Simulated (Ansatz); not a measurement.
Ansatz (a quantum-chemistry and plane-wave program) input (B3LYP-D3(BJ)/def2-TZVP):

Ansatz 0.2 input:
```yaml
crystal:
  periodic: [false, false, false]
  atoms:
    - {symbol: C, position_ang: [-0.00067908, 0.26792351, 0.61109574]}
    - {symbol: C, position_ang: [-0.00820271, 1.57770527, -0.15292727]}
    - {symbol: C, position_ang: [-0.00243509, -1.06855192, -0.20124045]}
    - {symbol: H, position_ang: [-0.88165494, 0.22598247, 1.27699675]}
    - {symbol: H, position_ang: [0.88819881, 0.22989624, 1.26658985]}
    - {symbol: H, position_ang: [0.00694420, -1.96035482, 0.44308437]}
    - {symbol: H, position_ang: [0.87771389, 1.54739642, -0.86083790]}
    - {symbol: H, position_ang: [-0.90124449, 1.54311808, -0.85135617]}
    - {symbol: H, position_ang: [-0.89068932, -1.11725439, -0.83451756]}
    - {symbol: H, position_ang: [0.87479257, -1.10991252, -0.85017997]}
basis:
  gaussian:
    orbitals: def2-TZVP
hamiltonian:
  xc: b3lyp
  dispersion: d3bj
total_charge: -1
relax: {f_tol: 0.002, max_steps: 150}
```

Output:

```
Functional definition: B3LYP
integrals: 0.04 GiB planned
848 factors; their error is unknown
mean field: 0.46 GiB planned
mean field evaluation 1: about -3218.7017 eV, gradient 4.8e1 eV
mean field evaluation 2: about -3190.6576 eV, gradient 9.1e1 eV
mean field evaluation 4: about -3224.6109 eV, gradient 6.9e0 eV
mean field evaluation 8: about -3224.7529 eV, gradient 2.2e-1 eV
mean field evaluation 16: about -3224.7310 eV, gradient 7.8e-5 eV
mean field -3224.73095729 eV, -118.5066768793 hartree, gradient 1.7e-5 eV, S^2 0.000000; 0 other end points of the search recorded, 0 dependent functions left out
the calculation of the forces begins
reference -3224.73119104 eV, -118.5066854694 hartree; 13, 13 occupied and 122, 122 virtual orbitals, 848 factors
relax step   1: F+E_penalty+E_count = -3224.97946931 eV  Δ(F+E_penalty+E_count) = +0.000e0 eV  max|allowed force component| = 9.872e-1 eV/Å  Δτ_max = 0.0000 Å  (28 SCF iters, accepted)
these checks for a lower state are left out or cut short: starts, cluster_reference, orbital_swaps, neighbouring_geometries, increment
integrals: 0.04 GiB planned
848 factors; their error is unknown
mean field: 0.46 GiB planned
mean field -3224.75583986 eV, -118.5075912968 hartree, gradient 1.4e-5 eV, S^2 0.000000; 0 other end points of the search recorded, 0 dependent functions left out
the calculation of the forces begins
reference -3224.75607447 eV, -118.5075999185 hartree; 13, 13 occupied and 122, 122 virtual orbitals, 848 factors
relax step   2: F+E_penalty+E_count = -3225.00365692 eV  Δ(F+E_penalty+E_count) = -2.419e-2 eV  max|allowed force component| = 4.511e-1 eV/Å  Δτ_max = 0.0281 Å  (31 SCF iters, accepted)
these checks for a lower state are left out or cut short: starts, cluster_reference, orbital_swaps, neighbouring_geometries, increment
integrals: 0.04 GiB planned
848 factors; their error is unknown
mean field: 0.46 GiB planned
mean field evaluation 32: about -3224.7628 eV, gradient 1.5e-5 eV
mean field -3224.76276171 eV, -118.5078456703 hartree, gradient 1.5e-5 eV, S^2 0.000000; 0 other end points of the search recorded, 0 dependent functions left out
the calculation of the forces begins
reference -3224.76299705 eV, -118.5078543186 hartree; 13, 13 occupied and 122, 122 virtual orbitals, 848 factors
relax step   3: F+E_penalty+E_count = -3225.01044833 eV  Δ(F+E_penalty+E_count) = -6.791e-3 eV  max|allowed force component| = 1.054e-1 eV/Å  Δτ_max = 0.0164 Å  (31 SCF iters, accepted)
these checks for a lower state are left out or cut short: starts, cluster_reference, orbital_swaps, neighbouring_geometries, increment
integrals: 0.04 GiB planned
848 factors; their error is unknown
mean field: 0.46 GiB planned
mean field -3224.76390232 eV, -118.5078875869 hartree, gradient 1.4e-5 eV, S^2 0.000000; 0 other end points of the search recorded, 0 dependent functions left out
the calculation of the forces begins
reference -3224.76413787 eV, -118.5078962432 hartree; 13, 13 occupied and 122, 122 virtual orbitals, 848 factors
relax step   4: F+E_penalty+E_count = -3225.01137968 eV  Δ(F+E_penalty+E_count) = -9.314e-4 eV  max|allowed force component| = 3.542e-2 eV/Å  Δτ_max = 0.0112 Å  (32 SCF iters, accepted)
these checks for a lower state are left out or cut short: starts, cluster_reference, orbital_swaps, neighbouring_geometries, increment
integrals: 0.04 GiB planned
848 factors; their error is unknown
mean field: 0.46 GiB planned
mean field -3224.76406750 eV, -118.5078936572 hartree, gradient 1.4e-5 eV, S^2 0.000000; 0 other end points of the search recorded, 0 dependent functions left out
the calculation of the forces begins
reference -3224.76430279 eV, -118.5079023037 hartree; 13, 13 occupied and 122, 122 virtual orbitals, 848 factors
relax step   5: F+E_penalty+E_count = -3225.01138253 eV  Δ(F+E_penalty+E_count) = -2.849e-6 eV  max|allowed force component| = 1.014e-2 eV/Å  Δτ_max = 0.0043 Å  (32 SCF iters, accepted)
these checks for a lower state are left out or cut short: starts, cluster_reference, orbital_swaps, neighbouring_geometries, increment
integrals: 0.04 GiB planned
848 factors; their error is unknown
mean field: 0.46 GiB planned
mean field -3224.76401718 eV, -118.5078918078 hartree, gradient 1.4e-5 eV, S^2 0.000000; 0 other end points of the search recorded, 0 dependent functions left out
the calculation of the forces begins
reference -3224.76425261 eV, -118.5079004596 hartree; 13, 13 occupied and 122, 122 virtual orbitals, 848 factors
relax step   6: F+E_penalty+E_count = -3225.01141372 eV  Δ(F+E_penalty+E_count) = -3.120e-5 eV  max|allowed force component| = 2.826e-3 eV/Å  Δτ_max = 0.0024 Å  (32 SCF iters, accepted)
these checks for a lower state are left out or cut short: starts, cluster_reference, orbital_swaps, neighbouring_geometries, increment
integrals: 0.04 GiB planned
848 factors; their error is unknown
mean field: 0.46 GiB planned
mean field -3224.76400623 eV, -118.5078914055 hartree, gradient 1.4e-5 eV, S^2 0.000000; 0 other end points of the search recorded, 0 dependent functions left out
the calculation of the forces begins
reference -3224.76424166 eV, -118.5079000571 hartree; 13, 13 occupied and 122, 122 virtual orbitals, 848 factors
relax step   7: F+E_penalty+E_count = -3225.01141412 eV  Δ(F+E_penalty+E_count) = -3.980e-7 eV  max|allowed force component| = 8.759e-4 eV/Å  Δτ_max = 0.0003 Å  (32 SCF iters, accepted)
integrals: 0.04 GiB planned
848 factors; their error is unknown
mean field: 0.46 GiB planned
mean field evaluation 64: about -3224.7640 eV, gradient 2.8e-4 eV
mean field -3224.76400623 eV, -118.5078914055 hartree, gradient 1.4e-5 eV, S^2 0.000000; 1 other end points of the search recorded, 0 dependent functions left out
the calculation of the forces begins
reference -3224.76424166 eV, -118.5079000571 hartree; 13, 13 occupied and 122, 122 virtual orbitals, 848 factors
Total energy: -3225.01164955 eV, -118.5169921294 hartree
Atom 0 at    -0.000341     0.262047     0.595961 Å, force    -0.000012    -0.000553     0.000635 eV/Å
Atom 1 at    -0.008655     1.556807    -0.187049 Å, force     0.000001     0.000299    -0.000391 eV/Å
Atom 2 at    -0.002176    -1.080147    -0.191297 Å, force    -0.000008     0.000318    -0.000876 eV/Å
Atom 3 at    -0.870947     0.221847     1.274758 Å, force    -0.000197     0.000018     0.000128 eV/Å
Atom 4 at     0.879245     0.226166     1.263325 Å, force     0.000210     0.000020     0.000114 eV/Å
Atom 5 at     0.004313    -1.977184     0.461246 Å, force    -0.000002     0.000059     0.000287 eV/Å
Atom 6 at     0.876749     1.597922    -0.849788 Å, force     0.000053     0.000073    -0.000022 eV/Å
Atom 7 at    -0.902842     1.593532    -0.838151 Å, force    -0.000050     0.000073    -0.000019 eV/Å
Atom 8 at    -0.886994    -1.134696    -0.835383 Å, force    -0.000045    -0.000161     0.000068 eV/Å
Atom 9 at     0.874392    -1.130346    -0.846916 Å, force     0.000049    -0.000144     0.000077 eV/Å
Dipole moment:     0.002773    -1.028070     0.036217 e Å
```

It need not be the lowest isomer of its formula. Whether it binds its extra electron was not tested at this geometry.
